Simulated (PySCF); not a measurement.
Process, species as SMILES: ClCCl → Cl[CH-]Cl + H+
B3LYP-D3(BJ)/def2-TZVP geometries, fixed; electronic energies without zero-point terms.

Effect of the SCF energy threshold at r2SCAN/def2-TZVP with PySCF, against the last row, where the deprotonation energy is 386.30 kcal/mol.

| setting | SCF cycles, largest species | largest shift of a total energy (mEh) | shift of the deprotonation energy (kcal/mol) |
|---|---|---|---|
| conv_tol: 1e-4 | 5 | 0.002 | -0.001 |
| conv_tol: 1e-5 | 6 | 0.000 | 0.000 |
| conv_tol: 1e-6 | 7 | 0.000 | 0.000 |
| conv_tol: 1e-7 | 8 | 0.000 | 0.000 |
| conv_tol: 1e-11 | 10 | 0.000 | 0.000 |

Within 0.02 kcal/mol in the deprotonation energy: conv_tol: 1e-4; conv_tol: 1e-5; conv_tol: 1e-6; conv_tol: 1e-7. The largest shift is 0.002 mEh in a total energy and 0.001 kcal/mol in the difference.
